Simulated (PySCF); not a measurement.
# Do core-level shifts follow atomic charges?

Compound: C₄H₅F.
Cartesian coordinates in Å at the GFN2-xTB level; atoms count from 1:
```xyz
10
C4H5F angstrom
C      2.2679    0.0031   -0.2719
C      1.1227    0.2828   -0.0677
C     -0.2760    0.6266    0.1285
C     -1.1651   -0.6117    0.1104
F     -0.6856    1.4931   -0.8764
H      3.2754   -0.2459   -0.4263
H     -0.3930    1.1873    1.0681
H     -1.0545   -1.1303   -0.8391
H     -0.8776   -1.2801    0.9173
H     -2.2054   -0.3202    0.2348
```

Binding energies: delta-SCF UKS SCAN, pcX-2 on the ionised atom, pcseg-1 elsewhere, spin-free X2C (PySCF 2.14.0). Charges: PBE0/pcSseg-1 ground-state density, for the ionised atom.

```
atom             environment  C 1s (eV)  Mulliken (e)  IAO (e)  Hirshfeld (e)  ESP (e)
  C1  terminal alkyne carbon     290.70        -0.313   -0.217         -0.099   -0.367
  C2           alkyne carbon     291.00        +0.174   -0.044         -0.048   -0.138
  C4           methyl carbon     291.13        -0.264   -0.429         -0.119   -0.496
  C3          sp3 C–F carbon     293.93        +0.157   +0.175         +0.082   +0.536
```

Task: How well does each charge scheme correlate with the binding energies over these sites?

Result: ESP: r = 0.93, slope 3.1 eV per e; Hirshfeld: r = 0.93, slope 15.5 eV per e; IAO: r = 0.76, slope 4.4 eV per e; Mulliken: r = 0.58, slope 3.3 eV per e. On 4 points no scheme stands out.

Task: The point-charge model writes a binding energy as kq + V + constant, with V the potential of the other atoms' charges at the site. What does it give with the IAO charges?

Result: V = Σ 14.40 eV Å × q/r over all other atoms: +2.59 eV at C1, -0.63 eV at C2, +6.51 eV at C4, -2.96 eV at C3. Fitting binding energy − V to q gives k = 20.3 eV per e and leaves an rms residual of 0.41 eV, against 0.85 eV for the fit on q alone. The model has no term for differences in relaxation between sites.

The unrestricted hole states depart most from a pure doublet (⟨S²⟩ = 0.75; over 0.85 named) for C 1s of C2 (0.86), which makes this value less certain. Geometry: GFN2-xTB; no solvent, vibrations or thermal averaging.
